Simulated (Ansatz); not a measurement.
C4H10, SMILES `CC(C)C` (charge 0, multiplicity 1).

Computed with PBE0/cc-pVTZ // B3LYP-D3(BJ)/def2-TZVP in Ansatz (an electronic-structure program).

Ansatz 0.2 input:
```yaml
crystal:
  periodic: [false, false, false]
  atoms:
    - { symbol: C, position_ang: [0.52641, 1.356377, 0.071958] }
    - { symbol: C, position_ang: [-0.109473, 0.043713, -0.387034] }
    - { symbol: C, position_ang: [-1.367313, -0.269445, 0.424071] }
    - { symbol: C, position_ang: [0.893499, -1.107917, -0.3101] }
    - { symbol: H, position_ang: [-0.176451, 2.188236, -0.009879] }
    - { symbol: H, position_ang: [0.840319, 1.287278, 1.117527] }
    - { symbol: H, position_ang: [1.4081, 1.600571, -0.524442] }
    - { symbol: H, position_ang: [-0.406087, 0.162103, -1.435641] }
    - { symbol: H, position_ang: [-1.842799, -1.190437, 0.079996] }
    - { symbol: H, position_ang: [-1.121337, -0.396885, 1.482273] }
    - { symbol: H, position_ang: [-2.100136, 0.536693, 0.347808] }
    - { symbol: H, position_ang: [1.780999, -0.902713, -0.912543] }
    - { symbol: H, position_ang: [1.220565, -1.265431, 0.721769] }
    - { symbol: H, position_ang: [0.453703, -2.042144, -0.665765] }
basis:
  gaussian: { orbitals: cc-pVTZ }
hamiltonian:
  xc: pbe0
```

Output:

```
Functional definition: PBE0
1292 factors; their error is unknown
mean field evaluation 1: about -4297.3372 eV, gradient 6.7e1 eV
mean field evaluation 2: about -4292.6639 eV, gradient 7.7e1 eV
mean field evaluation 4: about -4307.7473 eV, gradient 3.2e0 eV
mean field evaluation 8: about -4307.7509 eV, gradient 4.6e-2 eV
mean field -4307.75088981 eV, -158.3069253022 hartree, gradient 5.4e-5 eV, S^2 0.000000; 0 other end points of the search recorded, 0 dependent functions left out
reference -4307.75092044 eV, -158.3069264278 hartree; 17, 17 occupied and 243, 243 virtual orbitals, 1292 factors
Total energy: -4307.75092044 eV, -158.3069264278 hartree
```
